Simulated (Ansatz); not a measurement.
**Worked example: AsH₂⁺, triplet against AsH₂, doublet**

Geometry (PBE0/def2-TZVP stationary point of a doublet), kept for both states (AsH2, doublet: B1; AsH2⁺, triplet: B1):

```xyz
3

As    0.0000   -0.0281    0.0000
H     0.0000    1.0445   -1.0859
H     0.0000    1.0445    1.0859
```

Basis cc-pVTZ; Ansatz 0.2.0. Correlated methods freeze the noble-gas cores and the filled d shells of p-block atoms. Prefix R: restricted or restricted open-shell reference; prefix U: unrestricted. No spin–orbit coupling is included, and no scalar relativity.

Full CI isn't at hand for all of this; UCCSDT(Q) serves as the reference, and is uncertain by about the last step of the cluster series.

| level | E(AsH2, doublet) (hartree) | E(AsH2⁺, triplet) (hartree) |
| --- | --- | --- |
| UHF | -2235.384935 | -2235.023920 |
| UMP2 | -2235.510501 | -2235.119090 |
| UCCSD(T) | -2235.539752 | -2235.144543 |
| PBE | -2236.735320 | -2236.335740 |
| r2SCAN | -2237.067660 | -2236.667352 |
| UCCSDT(Q) | -2235.540671 | -2235.145384 |

Q: Give the vertical gap, AsH2⁺ triplet less AsH2 doublet, at each level in eV (1 hartree = 27.2114 eV), and each error against UCCSDT(Q).

A: UCCSDT(Q): (-2235.145384 − (-2235.540671)) × 27.2114 = 10.756 eV (the reference)
r2SCAN: (-2236.667352 − (-2237.067660)) × 27.2114 = 10.893 eV, error 0.137 eV
PBE: (-2236.335740 − (-2236.735320)) × 27.2114 = 10.873 eV, error 0.117 eV
UCCSD(T): (-2235.144543 − (-2235.539752)) × 27.2114 = 10.754 eV, error -0.002 eV
UMP2: (-2235.119090 − (-2235.510501)) × 27.2114 = 10.651 eV, error -0.105 eV
UHF: (-2235.023920 − (-2235.384935)) × 27.2114 = 9.824 eV, error -0.932 eV

Total energies of functionals can't be set beside those of wave-function methods, since they hold the core's correlation and their own absolute errors; only the differences compare.

The reference still carries a basis error, for a change of charge of the order of 0.1 eV, so smaller errors of functionals can't be ranked.

Each level lands on the state that its own search finds. T1 diagnostics of restricted CCSD: 0.018 and 0.022.
